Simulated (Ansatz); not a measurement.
# Molybdenum, bcc: convergence with Gaussian smearing

Computed with Ansatz, r²SCAN, scalar-relativistic PAW, on the relaxed cell (a = 3.153 Å; spin not included). Errors count from a run at 500 eV on a Γ-centred 23×23×23 mesh with Fermi-Dirac smearing of 0.1 eV, extrapolated to zero width. Fixed here: cutoff 500 eV, mesh 14×14×14. The SCF starts from atomic densities corrected by a trained network.

```csv
width (eV),E(σ→0) error (meV/atom),F error (meV/atom),P (GPa),SCF iterations
0.01,15.6,15.6,0.10,6
0.03,15.5,15.2,0.11,6
0.1,15.2,12.6,0.12,6
0.3,12.4,-4.3,-0.10,6
0.6,8.6,-49.6,-0.13,6
1.0,17.9,-155.5,0.74,6
```

Q: What does the run at 0.2 give (width)?

A: E(σ→0) error (meV/atom): 14.2; F error (meV/atom): 5.6; P (GPa): 0.03; SCF iterations: 6.
